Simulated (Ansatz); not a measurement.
# B3LYP/STO-3G run of [CHO2]− (SMILES O=C[O-])

What is the energy change on altering one bond length of [CHO2]− at B3LYP/STO-3G? 

The calculation is run with Ansatz 0.2.0.

8 further runs of the same task are left out: 5 that didn't finish, 3 set aside as unsound or not needed.

## 1. The structure to begin with

The species is [CHO2]− (4 atoms), meant as a singlet with charge -1. As SMILES, `O=C[O-]`. The coordinates come from a PBE0-D4/def2-TZVPD relaxation.

Bond lengths: O1–C2 1.246 Å, C2–O3 1.246 Å, C2–H4 1.139 Å. Angles: O1–C2–O3 130.4°, O1–C2–H4 114.8°, O3–C2–H4 114.8°.

## 2. The energy at B3LYP/STO-3G

Input file input.yaml:

```yaml
crystal:
  periodic: [false, false, false]
  atoms:
    - symbol: O
      position_ang: [-1.183780, 0.021190, 0.418310]
    - symbol: C
      position_ang: [-0.008510, -0.020630, 0.007780]
    - symbol: O
      position_ang: [0.790720, -0.973690, -0.058790]
    - symbol: H
      position_ang: [0.401570, 0.973130, -0.367300]
basis:
  gaussian: {orbitals: STO-3G}
total_charge: -1
hamiltonian: {xc: {name: B3LYP}}
accuracy: high
```

Command:

```
$ ansatz run input.yaml --threads 1 --pin off --max-ram 3480MiB --events-out events.jsonl --progress --plain --runs-dir runs
```

Log:

```text
Warning: RAYON_NUM_THREADS=1 ignored (pool sized by the plan → 1); use --threads N
Functional definition: B3LYP
  name "B3LYP"
  parameter a0 = 0.2
  parameter ax = 0.72
  parameter ac = 0.81
  exchange = (1 - a0 - ax)*slater_x + ax*b88_x + a0*exact_x
  correlation = (1 - ac)*vwn_rpa_c + ac*lyp_c
276 factors; integrals over basis functions are off by at most 2.1e-8 eV
mean field evaluation 1: about -5069.6878 eV, gradient 3.0e1 eV
mean field evaluation 2: about -5068.3887 eV, gradient 3.9e1 eV
mean field evaluation 4: about -5072.2344 eV, gradient 3.1e-1 eV
mean field evaluation 8: about -5072.2237 eV, gradient 2.7e-2 eV
mean field evaluation 16: about -5072.2237 eV, gradient 3.5e-8 eV
mean field -5072.22367428 eV, -186.4007819532 hartree, gradient 3.6e-8 eV, S^2 0.000000; 0 other end points of the search recorded, 0 dependent functions left out
reference -5072.22369238 eV, -186.4007826184 hartree; 12, 12 occupied and 4, 4 virtual orbitals, 276 factors
Total energy: -5072.22369238 eV, -186.4007826184 hartree
```

Run time: 0.5 s. Hardware: 1 thread of Intel Xeon 6975P-C (Granite Rapids), shared host.

## 3. The distorted shape, same level

Input file run.yaml:

```yaml
basis:
  gaussian: {orbitals: STO-3G}
crystal:
  periodic: [false, false, false]
  atoms:
    - {symbol: O, position_ang: [-1.477586, 0.031645, 0.520939]}
    - {symbol: C, position_ang: [-0.008510, -0.020630, 0.007780]}
    - {symbol: O, position_ang: [0.790720, -0.973690, -0.058790]}
    - {symbol: H, position_ang: [0.401570, 0.973130, -0.367300]}
accuracy: high
total_charge: -1
hamiltonian: {xc: {name: B3LYP}}
```

Command:

```
$ ansatz run run.yaml --threads 1 --pin off --max-ram 3480MiB --events-out events.jsonl --progress --plain --runs-dir runs
```

Log, shortened:

```text
Warning: RAYON_NUM_THREADS=1 ignored (pool sized by the plan → 1); use --threads N
[... 7 set-up lines as earlier in the session ...]
273 factors; integrals over basis functions are off by at most 2.9e-8 eV
mean field evaluation 1: about -5067.1551 eV, gradient 3.4e1 eV
mean field evaluation 2: about -5024.1278 eV, gradient 1.2e2 eV
mean field evaluation 4: about -5071.1298 eV, gradient 4.5e0 eV
mean field evaluation 8: about -5071.1584 eV, gradient 2.3e-1 eV
mean field evaluation 16: about -5071.1587 eV, gradient 8.7e-6 eV
mean field -5071.15868362 eV, -186.3616442681 hartree, gradient 3.0e-8 eV, S^2 0.000000; 0 other end points of the search recorded, 0 dependent functions left out
reference -5071.15870261 eV, -186.3616449662 hartree; 12, 12 occupied and 4, 4 virtual orbitals, 273 factors
Total energy: -5071.15870261 eV, -186.3616449662 hartree
```

Run time: 0.4 s. Hardware: 1 thread of Intel Xeon 6975P-C (Granite Rapids), shared host.

## 4. Results

At B3LYP/STO-3G:

```
                                                         quantity          value
                                        first shape: total energy  -186.40078 Eh
                                    distorted shape: total energy  -186.36164 Eh
energy change with the O1–C2 bond stretched from 1.246 to 1.557 Å       1.065 eV
```

What this shows: With the O1–C2 bond stretched from 1.246 to 1.557 Å the energy rises by 1.06 eV (25 kcal/mol). The first shape isn't relaxed at this level, so the change isn't measured from a minimum. The minimal basis adds a large error of its own.
